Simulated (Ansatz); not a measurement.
# AlNH2 (triplet): from Hartree-Fock to the top rungs, cc-pVTZ

The task here is to estimate one member of a computed series from the others.

The runs use Ansatz 0.2.0, Gaussian basis; cc-pVTZ, core rule «outside noble gas», up to 6 orbitals frozen.

Plan: UHF; CCSD(T) on ROHF; CCSD(T) on UHF; BCCD(T) on ROHF; CCSDT(Q) on ROHF; CCSDT(Q) on UHF.

10 further runs of the same task are left out: 6 for a known fault of the program, 4 set aside as unsound or not needed.

## The geometry

The geometry is a PBE0/def2-TZVP stationary point (not a proven minimum) of the parent state, kept for this charge and spin.

4 atoms, charge 0, spin multiplicity 3.

Atoms are counted from 1 here; the program's logs count them from 0.

Bond lengths: Al1–N2 1.796 Å, N2–H3 1.012 Å, N2–H4 1.012 Å. Angles: Al1–N2–H3 125.6°, Al1–N2–H4 125.6°, H3–N2–H4 108.7°.

The first run:

in.yaml reads:

```yaml
crystal:
  periodic: [false, false, false]
  atoms:
    - {symbol: Al, position_ang: [0.000000, 0.000000, 0.696811]}
    - {symbol: N, position_ang: [0.000000, 0.000000, -1.099242]}
    - {symbol: H, position_ang: [0.000000, 0.822256, -1.688737]}
    - {symbol: H, position_ang: [0.000000, -0.822256, -1.688737]}
basis:
  gaussian: {orbitals: cc-pVTZ}
magnetization: {spin_polarized: true, initial_magnetization: 2}
hamiltonian: {xc: hf}
output: {orbitals: {seedname: orbitals}}
```

On the command line:

```
$ ansatz run in.yaml --threads 1 --pin off --events-out ev --progress --plain --max-ram 2816MiB --backend cpu
```

Steps of the session up to this table: UHF; CCSD(T) on ROHF; CCSD(T) on UHF; BCCD(T) on ROHF; CCSDT(Q) on ROHF; CCSDT(Q) on UHF.

One table of the session follows, with a row left open; its other results are not shown here.

It belongs to the step «Misses and costs». 

```
   method  from UCCSDT(Q) (kcal/mol)
     ROHF                          ?
      UHF                    +174.59
     RMP2                     +15.36
     UMP2                     +15.11
    RCCSD                      +7.38
    UCCSD                      +7.34
 RCCSD(T)                      +0.70
 UCCSD(T)                      +0.66
  BCCD(T)                      +0.69
   RCCSDT                      +0.42
   UCCSDT                      +0.39
RCCSDT(Q)                      +0.07
UCCSDT(Q)                          0
```

Estimate the missing values for ROHF.

As computed: from UCCSDT(Q) (kcal/mol): +175.06. In the column «from UCCSDT(Q) (kcal/mol)» it is the highest.

Limits of these values: Restricted and unrestricted rows rest on different reference determinants; where their highest levels disagree by more than a few hundredths of an eV, they describe different states and don't form one ladder.
